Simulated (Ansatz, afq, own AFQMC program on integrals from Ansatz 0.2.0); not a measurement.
**AlGaH2, triplet: AFQMC among the cluster methods**

| atom | x (Å) | y (Å) | z (Å) |
| --- | --- | --- | --- |
| Al | 0.0000 | 0.0000 | 1.5934 |
| Ga | 0.0000 | 0.0000 | -0.5824 |
| H | 0.0000 | 1.2328 | -1.1851 |
| H | 0.0000 | -1.2328 | -1.1851 |

Connectivity, by distances: Al–GaH2.

Basis cc-pVDZ. Only valence electrons are correlated. AFQMC by an in-house program on the Cholesky factors that Ansatz 0.2.0 writes for its CCSD(T) run. ph-AFQMC/CISD is guided by a CISD state made of CCSD amplitudes; releasing the constraint for a short imaginary time cuts its bias at the price of noise, slowly where states lie close. ± is one standard error of the sampling. No spin–orbit coupling.

Determinant: UHF, the one that the program's search chose, which needn't be the lowest solution. The geometry is a point of a scan.

No full CI on the walks' own integrals is used here; CCSDT(Q) serves as the reference and is uncertain by about the last step of the cluster series.

Cautions: no relativity below Rb; no spin-orbit coupling; inner d shell frozen; lower spins were not checked.

```
T1 diagnostic                               : 0.0243
weight of the determinant in the CISD state : 0.891
⟨S²⟩ of the determinant                     : 2.011
size of the correlated space                : 8 electrons in 36 orbitals
```

Reference: CCSDT(Q), correlation energy -3.624 eV. The released energy is read at 2.40 1/Eh (meV from the phaseless value at times in 1/Eh: -2 ± 7 at 0.24, -6 ± 7 at 0.51, 2 ± 7 at 0.99, 6 ± 6 at 1.62, 7 ± 8 at 2.40).

| level | E − E(reference) (kJ/mol) | share of correlation (%) |
| --- | --- | --- |
| HF | 349.7 | 0.00 |
| MP2 | 91.9 | 73.72 |
| CCSD | 12.8 | 96.33 |
| CCSD(T) | 3.4 | 99.04 |
| CCSDT | 0.4 | 99.88 |
| ph-AFQMC/CISD | -0.6 ± 0.7 | 100.16 |
| released AFQMC | 0.1 ± 0.8 | 99.98 |

A walk keeps the symmetry of its determinant, which the program's search chose and which needn't be the lowest solution, so a lower state of the same spin and another symmetry isn't excluded. Released energies are given only where the last usable release times agree within the noise; a slower fall can still hide under it.
